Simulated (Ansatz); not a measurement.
A made-up structure of CH4NSi (charge +1), closed shell:

```json
{"atom": "C1", "x (Å)": "-0.1538", "y (Å)": "0.0325", "z (Å)": "-0.0989"}
{"atom": "N2", "x (Å)": "-1.1878", "y (Å)": "0.2539", "z (Å)": "-0.7646"}
{"atom": "Si3", "x (Å)": "1.1781", "y (Å)": "-0.2523", "z (Å)": "0.7581"}
{"atom": "H4", "x (Å)": "-1.1307", "y (Å)": "0.6548", "z (Å)": "-1.7008"}
{"atom": "H5", "x (Å)": "-2.1097", "y (Å)": "0.0384", "z (Å)": "-0.3851"}
{"atom": "H6", "x (Å)": "1.6590", "y (Å)": "0.8283", "z (Å)": "1.6256"}
{"atom": "H7", "x (Å)": "1.8069", "y (Å)": "-1.5689", "z (Å)": "0.6054"}
```

It is relaxed with PBE-D4/def2-SVP and then PBE0-D4/def2-TZVP (Ansatz 0.2.0). Atoms count as bonded within 1.22 times the sum of their covalent radii (H–H: 0.88 Å). The end point is not checked to be a true minimum.

**Question.** Does its bonding change? (Judge from chemistry; the calculation decides.)

**Answer.** The calculation gives: No: no bond forms or breaks.

Where it ends: The first stage lowers the energy by 0.29 eV in 6 steps. It ends as CH₄NSi ([NH2][C][SiH2]), total charge +1:
C1  (-0.173, 0.037, -0.112)
N2  (-1.211, 0.259, -0.780)
Si3  (1.233, -0.264, 0.794)
H4  (-1.180, 0.661, -1.719)
H5  (-2.146, 0.050, -0.422)
H6  (1.696, 0.831, 1.654)
H7  (1.843, -1.587, 0.624)
(Å)

Labels in which every atom is bracketed show which atoms are joined, not bond orders.

For scale, one of the runs: PBE0-D4/def2-TZVP relaxation, 123 basis functions, launched by `ansatz run in.yaml --threads 2 --pin off --events-out ev --progress --plain --max-ram 4352MiB`. Hardware: 2 CPU threads of an Arm Neoverse V2, shared host. Wall time about 10 s.
